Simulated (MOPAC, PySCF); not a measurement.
C2H4, SMILES `C=C`, neutral singlet in the gas phase. 

Z-matrix (Å, degrees):
```
C
C 1 1.3194
H 1 1.0827 2 121.68
H 2 1.0827 1 121.68 3 180.00
H 1 1.0827 3 116.64 2 -180.00
H 2 1.0827 4 116.64 1 180.00
```
Charge 0, spin multiplicity 1.

All levels are single points at this geometry (CAM-B3LYP-D3(BJ)/def2-TZVP); Pople sets use spherical d functions. Orbital energies aren't observables, and empty levels follow the basis.

PM6 in MOPAC gives gap (eV) = 11.91.

### Question
Estimate the gap (eV) from each of these levels: CAM-B3LYP-D3(BJ)/def2-TZVP in PySCF; B3LYP/6-311+G** in PySCF; B3LYP/6-31G* in PySCF; BP86/6-31G* in PySCF; HF/6-31G* in PySCF; HF/STO-3G in PySCF; AM1 in MOPAC; PM7 in MOPAC.

### Answer

| level | gap (eV) |
|---|---|
| CAM-B3LYP-D3(BJ)/def2-TZVP in PySCF | 10.60 |
| B3LYP/6-311+G** in PySCF | 7.45 |
| B3LYP/6-31G* in PySCF | 7.89 |
| BP86/6-31G* in PySCF | 6.05 |
| HF/6-31G* in PySCF | 15.16 |
| HF/STO-3G in PySCF | 17.80 |
| AM1 in MOPAC | 12.06 |
| PM7 in MOPAC | 11.87 |
